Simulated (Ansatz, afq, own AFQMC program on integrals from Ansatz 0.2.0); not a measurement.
Two steps: Ansatz 0.2.0 writes the Fock matrix and Cholesky factors of the valence space, and afq projects on them the lowest state that overlaps trial and start.

```yaml
crystal:
  periodic: [false, false, false]
  atoms:
    - {symbol: B, position_ang: [0.000000, 0.000000, 0.752901]}
    - {symbol: B, position_ang: [0.000000, 0.000000, -1.009563]}
    - {symbol: H, position_ang: [0.000000, 1.023985, 1.376457]}
    - {symbol: H, position_ang: [0.000000, -1.023985, 1.376457]}
basis:
  gaussian: {orbitals: cc-pVTZ}
magnetization: {spin_polarized: true, initial_magnetization: 2}
correlation: {method: ccsd_t, electrons: outside_noble_gas, hamiltonian_folder: ham}
```

```sh
$ ansatz run in.yaml --threads 1 --pin off --events-out ev --progress --plain --max-ram 24576MiB --backend cuda --devices 0, --max-vram 18GiB
```

Options of the walk:

```
--method free --trial cisd --walkers 800 --time-step 0.03 --max-blocks 4000 --target-error 0.00034 --factor-cut 1e-05 --seed 7035 --times 0,0.3,0.6,1.2,1.8,2.4,3.6,4.8,6 --taylor-order 8
```

Times are imaginary, in 1/Eh. The walk had a cap of 114 s.

Output of the walk:

```
orbitals 86  electrons 5 3  factors 507 of 507
reference energy -50.39398588 Eh
CCSD correlation -0.17821251 Eh in 12 cycles, weight of the determinant in the CISD state 0.8834
repeat  energy at the last time / Eh  error
    10  -50.581073  0.001552
    20  -50.580301  0.000780
    30  -50.580172  0.000545
    40  -50.580341  0.000459
    50  -50.580345  0.000389
    60  -50.580283  0.000356
    70  -50.580237  0.000311
time / (1/Eh)  energy / Eh  error  mean overlap
  0.00  -50.572183  0.000026  1.1319
  0.30  -50.576600  0.000036  1.1327
  0.60  -50.578498  0.000041  1.1278
  1.20  -50.579880  0.000052  1.1233
  1.80  -50.580353  0.000081  1.1210
  2.40  -50.580449  0.000094  1.1275
  3.60  -50.580750  0.000133  1.1292
  4.80  -50.580768  0.000156  1.1250
  6.00  -50.580319  0.000318  1.1447
energy -50.580319 +/- 0.000318 Eh
```

The run passed its tests (error under three times the target), which doesn't prove that it has relaxed.

Against this walk (error 8.7 meV) on the same determinant: CCSD(T) 34.2 meV higher, CCSDT(Q) 16.2 meV lower (within the noise). The error is statistical, and a free projection of finite length keeps a remainder of its start. The last points scatter (meV from the last: -0.9 ± 2.2 at 1.80, -4 ± 3 at 2.40, -12 ± 4 at 3.60, -12 ± 4 at 4.80, 0 ± 9 at 6.00); the last is the one printed as the energy, and the gaps above move with that scatter.

Cautions: remainder of the start not in the error.

The walk took 63 s on 1 × NVIDIA H100 80GB HBM3 with 2 threads of AMD EPYC 7R13 Processor (Zen 3) (shared host) (the card was shared). The log's last line is the free-projection energy.

CCSDT and higher add their correlation energy to the determinant of the CCSD(T) run, since their own runs factorise the integrals more tightly (a shift of under 2 meV). A walk keeps the symmetry of its determinant, which the program's search chose and which needn't be the lowest solution, so a lower state of the same spin and another symmetry isn't excluded.
